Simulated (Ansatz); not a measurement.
Molecule: NH, charge 0, multiplicity 3. 
Coordinates optimised at B3LYP-D3(BJ)/def2-TZVP (Ansatz, a first-principles code):
SMILES: [NH]
```xyz
2

N      0.0000     0.0000    -0.1302
H      0.0000     0.0000     0.9116
```
Charge 0, spin multiplicity 3.

Computed values are from Ansatz. Correlated levels leave the core frozen unless marked. UHF or UKS for open shells. Spin-orbit coupling is left out. No relativistic terms. Basis-set limits of correlation are two-point, X^-3; Hartree-Fock from the larger set (for Q and 5 zeta extrapolated as (X+1)exp(-9√X)).

Task: What is the dipole moment at CCSD(T)/aug-cc-pVDZ?

Result: 1.50 D.

Task: What is the atomisation energy De at CCSD(T)/CBS(cc-pVQZ,cc-pV5Z)?

Result: 82.9 kcal/mol.

Task: What is the T1 diagnostic at CCSD/cc-pV5Z?

Result: 0.011.

Task: What is the vertical electron affinity (to the doublet; negative means unbound) at CCSD(T)/CBS(aug-cc-pVTZ,aug-cc-pVQZ)?

Result: 0.33 eV.

Task: What is the total energy at CCSD(T)/CBS(cc-pVQZ,cc-pV5Z)?

Result: -55.1626 Eh.
